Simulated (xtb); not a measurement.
carbon tetrachloride (CCl₄), SMILES ClC(Cl)(Cl)Cl. All values are semi-empirical tight-binding results from xtb (GFN2-xTB unless named), good for trends rather than for accurate numbers. The structure is a stationary point at GFN2-xTB.

Q: Estimate the properties. (The exact figures need the calculation; the answer reports its results.)

A: 
* **point group as xtb finds it**: Td
* **orbital gap**: 5.11 eV
* **dipole moment**: 0.00 D
* **zero-point energy**: 5.1 kcal/mol
* **G − E(el) at 298.15 K (modified RRHO)**: -13.1 kcal/mol
* **static polarisability (D4 model)**: 67.7 bohr³
* **solvation energy, GFN2-xTB/ALPB(water)**: 0.1 kcal/mol
* **solvation energy, GFN2-xTB/ALPB(chcl3)**: -3.8 kcal/mol
